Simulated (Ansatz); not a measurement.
Geometry optimisation, RKS B3LYP/def2-SVP in Ansatz.

The input (input.yaml):

```yaml
crystal:
  periodic: [false, false, false]
  atoms:
    - { symbol: Si, position_ang: [0.0, 0.0, 0.0] }
    - { symbol: H, position_ang: [0.7956, 0.0, 1.4569] }
    - { symbol: C, position_ang: [2.003, 0.0, 0.5226] }
    - { symbol: H, position_ang: [2.3507, -1.0463, 0.3944] }
    - { symbol: H, position_ang: [2.0515, 0.5276, -0.4528] }
    - { symbol: H, position_ang: [2.655, 0.5187, 1.2561] }
    - { symbol: H, position_ang: [-0.6877, 1.1914, -0.4862] }
    - { symbol: "N", position_ang: [-0.8572, -1.4851, -0.6061] }
    - { symbol: H, position_ang: [-1.3922, -2.1014, 0.0704] }
    - { symbol: H, position_ang: [-0.8219, -1.7344, -1.6357] }
basis:
  gaussian: { orbitals: def2-SVP }
hamiltonian:
  xc: b3lyp
relax:
  f_tol: 0.15
  max_steps: 25
  restrain:
    - { distance: [1, 2], at: 2.31, k: 30.0 }
    - { distance: [0, 1], at: 1.46, k: 30.0 }
    - { distance: [0, 2], at: 1.87, k: 30.0 }
```

Launched with:

```bash
$ ansatz run input.yaml --threads 1 --pin off --max-ram 2048MiB --backend cpu --events-out ev --progress --plain --runs-dir out
```

**Question.** Where does it end, and by what steps?

**Answer.** The run converged. The restraints hold the end off the free minimum; the threshold counts their pulls, which the force column leaves out. Restrained pairs: H2–C3 (1.53 → 2.36 Å), Si1–H2 (1.66 → 1.46 Å), Si1–C3 (2.07 → 1.86 Å). After 10 steps the energy has fallen by 4.584 eV (the restraints' own energy left out); H2 moved furthest, 0.74 Å.

| step | energy less start (eV) | largest force component (eV/Å) | accepted |
| --- | --- | --- | --- |
| 0 | 0.0000 | 3.647 | yes |
| 1 | -1.3474 | 3.264 | yes |
| 2 | -2.4773 | 2.532 | yes |
| 3 | -3.7138 | 1.768 | yes |
| 4 | -4.4452 | 1.376 | yes |
| 5 | -4.5314 | 1.255 | yes |
| 6 | -4.5641 | 1.045 | yes |
| 7 | -4.5708 | 1.067 | yes |
| 8 | -4.5711 | 1.061 | yes |
| 9 | -4.5443 | 1.857 | no |
| 10 | -4.5838 | 1.052 | yes |

```xyz
10
Properties=species:S:1:pos:R:3
Si 0.100 -0.064 0.217
H 0.117 -0.203 1.669
C 1.961 -0.033 0.212
H 2.334 -0.978 0.641
H 2.477 0.129 -0.749
H 2.261 0.782 0.893
H -0.465 1.231 -0.269
N -0.787 -1.351 -0.514
H -0.857 -2.265 -0.086
H -1.044 -1.378 -1.494
```

Run time: 18 s on 1 thread of Intel(R) Xeon(R) 6975P-C (Granite Rapids), on a shared host, peak memory 0.17 GiB.
